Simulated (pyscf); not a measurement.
H₃Sn–SnH₃ + H₂S → HS–SnH₂–SnH₃ + hydrogen (H₂) (four-centre exchange; singlet surface; H–Sn, H–S broken, S–Sn, H–H formed). Optimised with ωB97X-D3(BJ)/def2-SVP in PySCF. Energies in kJ/mol from the separated reactants.

```csv
level,barrier,reaction energy
ωB97X-D3(BJ)/def2-TZVP,167.0,-55.5
r²SCAN/def2-TZVP,146.6,-43.7
B3LYP-D3(BJ)/def2-TZVP,___,-44.0
M06-2X/def2-TZVP,___,___
ωB97M-D3(BJ)/def2-TZVP,180.1,-34.3
HF/def2-TZVP,254.6,-22.3
```

Question: Fill in the missing entries.

Answer: 
- B3LYP-D3(BJ)/def2-TZVP, barrier: 157.2
- M06-2X/def2-TZVP, barrier: 159.3
- M06-2X/def2-TZVP, reaction energy: -53.6

The functionals in the table span 33.4 kJ/mol in this barrier, from r²SCAN to ωB97M-D3(BJ). One saddle was located; it need not be the lowest between these sides. Elements past Kr carry the def2 core potentials, without spin-orbit coupling.
